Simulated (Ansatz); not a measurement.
```yaml
crystal:
  periodic: [false, false, false]
  atoms:
    - {symbol: B, position_ang: [0.000000, 0.000000, -1.076662]}
    - {symbol: Ge, position_ang: [0.000000, 0.000000, 0.761319]}
    - {symbol: C, position_ang: [0.000000, 0.000000, 2.543225]}
    - {symbol: H, position_ang: [0.000000, 0.000000, -2.227882]}
basis:
  gaussian: {orbitals: def2-TZVP}
hamiltonian: {xc: pbe0}
relax: {f_tol: 0.004, max_steps: 80}
```

```sh
$ ansatz run in.yaml --threads 1 --pin off --events-out ev --progress --plain --max-ram 2176MiB
```

Steps of the relaxation (energy above the last step; positions in Å, forces in eV/Å):

```
4
step 1, 10.5 meV
B     0.000    0.000   -1.077    0.000    0.000    0.678
Ge    0.000    0.000    0.761    0.000    0.000    0.260
C     0.000    0.000    2.543    0.000    0.000   -0.191
H     0.000    0.000   -2.228    0.000    0.000   -0.748
```

```
4
step 2, 0.8 meV
B     0.000    0.000   -1.072    0.000    0.000    0.157
Ge    0.000    0.000    0.768    0.000    0.000    0.107
C     0.000    0.000    2.546    0.000    0.000   -0.071
H     0.000    0.000   -2.242    0.000    0.000   -0.193
```

```
4
step 3, 0.0 meV
B     0.000    0.000   -1.070    0.000    0.000   -0.002
Ge    0.000    0.000    0.771    0.000    0.000    0.011
C     0.000    0.000    2.547    0.000    0.000   -0.004
H     0.000    0.000   -2.248    0.000    0.000   -0.005
```

```
4
step 4, 0.0 meV
B     0.000    0.000   -1.070    0.000    0.000   -0.001
Ge    0.000    0.000    0.771    0.000    0.000    0.001
C     0.000    0.000    2.547    0.000    0.000    0.000
H     0.000    0.000   -2.248    0.000    0.000    0.000
```

Close pairs at the end: B1–H4 1.178 Å, Ge2–C3 1.775 Å, B1–Ge2 1.841 Å.

A stationary point of restricted PBE0 after 4 steps (its stability towards spin polarisation wasn't tested); no frequencies were run, so it isn't proven a minimum. 12 s on 1 thread of Intel Xeon Platinum 8488C, shared host.
